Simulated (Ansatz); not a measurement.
A made-up structure of CH₄AlS, doublet:

```
7
angstrom
C -0.6256 0.7051 -0.0529
S -0.9374 -1.0846 -0.2137
Al 1.0535 -1.9417 0.0447
H -0.9600 1.2003 -0.9639
H 0.4328 0.9141 0.1018
H 1.3716 -3.3618 0.4835
H 2.2313 -0.8778 0.2890
```

It is relaxed with PBE-D4/def2-SVP and then PBE0-D4/def2-TZVP (Ansatz 0.2.0). Atoms count as bonded within 1.22 times the sum of their covalent radii (H–H: 0.88 Å). The end point is not checked to be a true minimum.

Question: Does its bonding change? (Judge from chemistry; the calculation decides.)

Answer: Computed: No: no bond forms or breaks.

Where it ends: The first stage lowers the energy by 0.55 eV in 7 steps. It ends as CH₄AlS ([CH2][S][AlH2]):
C1  (-0.495, 0.621, -0.355)
S2  (-0.792, -1.064, -0.306)
Al3  (1.147, -1.914, 0.247)
H4  (-1.323, 1.265, -0.611)
H5  (0.478, 1.040, -0.140)
H6  (1.204, -3.485, 0.377)
H7  (2.347, -0.909, 0.477)
(Å)

Labels in which every atom is bracketed show which atoms are joined, not bond orders.

For scale, one of the runs: PBE0-D4/def2-TZVP relaxation, 129 basis functions, launched by `ansatz run in.yaml --threads 2 --pin off --events-out ev --progress --plain --max-ram 4352MiB`. The run took about 26 s on 2 CPU threads of an Arm Neoverse V2 (shared host).
